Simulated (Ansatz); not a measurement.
doublet SO(+): levels of theory in one basis

| atom | x (Å) | y (Å) | z (Å) |
| --- | --- | --- | --- |
| S | -0.0440 | -0.0023 | -0.7399 |
| O | 0.0161 | 0.0066 | 0.7632 |

Basis set: def2-SVP (spherical functions). Left uncorrelated: 6 orbitals. Correlation on ROHF uses semicanonical orbitals with singles. Charge 1, multiplicity 2.

Computed with Ansatz (development build ahead of 0.2.0); each method stands on the lowest determinant of its kind that the runs found.

```json
{"method": "ROHF", "E − E(ROHF) (eV)": "0.00", "<S²> of the determinant": "–"}
{"method": "UHF", "E − E(ROHF) (eV)": "-0.88", "<S²> of the determinant": "1.39"}
{"method": "ROHF-MP2", "E − E(ROHF) (eV)": "-9.24", "<S²> of the determinant": "–"}
{"method": "UHF-MP2", "E − E(ROHF) (eV)": "-7.67", "<S²> of the determinant": "1.39"}
```

**Question.** What does ROHF-CCSD(T) give on the same scale?

**Answer.** -9.64 eV.

**Question.** Is a single determinant a sound starting point here?

**Answer.** It is doubtful. Unrestricted orbitals lower Hartree–Fock by 0.88 eV and <S²> is 1.39 where a pure state has 0.75, a sign of strong static correlation.

Caution for ROHF, ROHF-MP2, ROHF-CCSD(T): an unrestricted determinant lies well below. Caution for UHF, UHF-MP2: the unrestricted determinant is spin contaminated. Caution for ROHF-MP2, UHF-MP2: MP2 on this radical cation hangs on the determinant chosen. Caution for UHF-MP2: a plain start can end on a higher determinant.
